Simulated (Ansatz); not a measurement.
**[HO2]− (SMILES [O-]O) at B2PLYP/def2-TZVPPD**

Aim: the vertical ionisation energy of [HO2]− at B2PLYP/def2-TZVPPD, from 2 runs. 

The results are computed with Ansatz 0.2.0.

2 further runs of the same task are left out: 2 set aside as unsound or not needed.

**1. Starting point**

The species is [HO2]− (3 atoms), meant as a singlet with charge -1. As SMILES, `[O-]O`. Geometry: relaxed at PBE0-D4/def2-TZVPD.

Bond lengths: O1–O2 1.479 Å, O2–H3 0.961 Å. Angles: O1–O2–H3 100.1°.

**2. A single-point energy at B2PLYP/def2-TZVPPD**

Input file run.yaml:

```yaml
crystal:
  periodic: [false, false, false]
  atoms:
    - symbol: O
      position_ang: [-0.357760, 1.025590, -0.080830]
    - symbol: O
      position_ang: [-0.242260, -0.445880, -0.180750]
    - symbol: H
      position_ang: [0.600030, -0.579720, 0.261570]
basis:
  gaussian:
    orbitals: def2-TZVPPD.json
total_charge: -1
hamiltonian:
  xc: {name: B2PLYP}
correlation:
  frozen_orbitals: {H: 0, O: 1}
accuracy: high
output:
  orbitals: {seedname: orbitals}
```

The basis set def2-TZVPPD is read from a file made from the Basis Set Exchange's data (not shown).

Launch:

```sh
ansatz run run.yaml --threads 1 --pin off --max-ram 3480MiB --events-out events.jsonl --progress --plain --runs-dir runs
```

Standard output:

```text
Warning: RAYON_NUM_THREADS=1 ignored (pool sized by the plan → 1); use --threads N
Functional definition: B2PLYP
  name "B2PLYP"
  parameter a = 0.53
  parameter c = 0.27
  exchange = (1 - a)*b88_x + a*exact_x
  correlation = (1 - c)*lyp_c + c*(mp2_os + mp2_ss)
1485 factors; integrals over basis functions are off by at most 3.9e-9 eV
mean field evaluation 1: about -4100.5357 eV, gradient 2.8e1 eV
mean field evaluation 2: about -4100.5361 eV, gradient 2.8e1 eV
mean field evaluation 4: about -4102.0164 eV, gradient 4.8e0 eV
mean field evaluation 8: about -4102.0533 eV, gradient 7.7e-2 eV
mean field evaluation 16: about -4102.0534 eV, gradient 2.5e-5 eV
mean field -4102.05337001 eV, -150.7476808764 hartree, gradient 2.3e-8 eV, S^2 0.000000; 0 other end points of the search recorded, 0 dependent functions left out
2 core orbitals not correlated: weight in the atoms' cores, before any rotation towards them, 1.000 or more for the frozen orbitals, at most 0.000 for the correlated occupied ones
reference -4102.05338731 eV, -150.7476815118 hartree; 7, 7 occupied and 88, 88 virtual orbitals, 1485 factors
second order -16.98427674 eV of doubles, -0.00000000 eV of singles
Total energy: -4106.63914203 eV, -150.9162048895 hartree
```

It took 3.6 s on 1 thread of Arm Neoverse V2, shared host; peak memory 0.19 GiB.

**3. Doublet neutral HO2 at the same level**

Input file job.yaml:

```yaml
crystal:
  periodic: [false, false, false]
  atoms:
    - {symbol: O, position_ang: [-0.357760, 1.025590, -0.080830]}
    - {symbol: O, position_ang: [-0.242260, -0.445880, -0.180750]}
    - {symbol: H, position_ang: [0.600030, -0.579720, 0.261570]}
basis:
  gaussian: {orbitals: def2-TZVPPD.json}
magnetization: {spin_polarized: true, initial_magnetization: 1}
hamiltonian: {xc: {name: B2PLYP}}
correlation: {frozen_orbitals: {H: 0, O: 1}}
accuracy: high
output: {orbitals: {seedname: orbitals}}
```

The basis set def2-TZVPPD is read from a file made from the Basis Set Exchange's data (not shown).

Launch:

```sh
ansatz run job.yaml --threads 1 --pin off --max-ram 3480MiB --events-out events.jsonl --progress --plain --runs-dir runs
```

Standard output:

```text
Warning: RAYON_NUM_THREADS=1 ignored (pool sized by the plan → 1); use --threads N
Functional definition: B2PLYP
  name "B2PLYP"
  parameter a = 0.53
  parameter c = 0.27
  exchange = (1 - a)*b88_x + a*exact_x
  correlation = (1 - c)*lyp_c + c*(mp2_os + mp2_ss)
1485 factors; integrals over basis functions are off by at most 3.9e-9 eV
mean field evaluation 1: about -4100.2424 eV, gradient 1.4e1 eV
mean field evaluation 2: about -4100.2691 eV, gradient 1.4e1 eV
mean field evaluation 4: about -4101.0978 eV, gradient 1.9e0 eV
mean field evaluation 8: about -4101.1790 eV, gradient 6.5e-1 eV
mean field evaluation 16: about -4101.1915 eV, gradient 5.7e-3 eV
mean field evaluation 32: about -4101.1915 eV, gradient 1.3e-7 eV
mean field -4101.19151993 eV, -150.7160084698 hartree, gradient 4.8e-8 eV, S^2 0.761113; 2 other end points of the search recorded, 0 dependent functions left out
2 core orbitals not correlated: weight in the atoms' cores, before any rotation towards them, 1.000 or more for the frozen orbitals, at most 0.000 for the correlated occupied ones
reference -4101.19154064 eV, -150.7160092309 hartree; 7, 6 occupied and 88, 89 virtual orbitals, 1485 factors
second order -15.31548524 eV of doubles, -0.00000000 eV of singles
Total energy: -4105.32672165 eV, -150.8679743303 hartree
```

It took 7.5 s on 1 thread of Arm Neoverse V2, shared host; peak memory 0.25 GiB.

**4. Summary of results**

Level: B2PLYP/def2-TZVPPD, 2 core orbitals frozen.

| quantity | value |
| --- | --- |
| singlet [HO2]−: total energy | -150.91620 Eh |
| singlet [HO2]−: HOMO energy (SCF part's orbitals) | -0.28 eV |
| singlet [HO2]−: LUMO energy (SCF part's orbitals) | 5.41 eV |
| singlet [HO2]−: HOMO–LUMO gap (to an unbound level, set by the basis) | 5.69 eV |
| doublet neutral HO2: total energy | -150.86797 Eh |
| doublet neutral HO2: HOMO energy (SCF part's orbitals) (highest over α and β) | -10.97 eV |
| doublet neutral HO2: LUMO energy (SCF part's orbitals) (lowest over α and β) | -1.67 eV |
| doublet neutral HO2: ⟨S²⟩ | 0.761 |
| vertical detachment energy (to the doublet neutral) | 1.312 eV |

**Reading.** Removing an electron at fixed nuclei costs 1.31 eV (127 kJ/mol). The negative HOMO energy of the first species, 0.28 eV, lies 1.04 eV below that difference.
